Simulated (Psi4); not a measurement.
## Which level was it?

The species is [CF3]+ (4 atoms), meant as a singlet with charge +1. SMILES: `F[C+](F)F`. Geometry: relaxed at PBE0-D4/def2-TZVP.

```xyz
4

F     0.6986   -0.1146    1.0054
C     0.0000    0.0000    0.0000
F    -0.6095   -0.9734   -0.4394
F    -0.0890    1.0880   -0.5660
```

A calculation with Psi4 1.11 gave:

```json
{
 "total energy": "-336.8830 Eh",
 "HOMO energy": "-24.47 eV",
 "LUMO energy": "-7.96 eV",
 "HOMO–LUMO gap": "16.51 eV"
}
```

Which of these levels gave the numbers?
A. wB97X/def2-SVPD
B. wB97X-V/def2-SVPD
C. wB97M-V/def2-SVPD
D. TPSS/def2-SVPD

B. The others give -336.9125 Eh (wB97M-V/def2-SVPD), -336.9178 Eh (wB97X/def2-SVPD), -337.0218 Eh (TPSS/def2-SVPD).
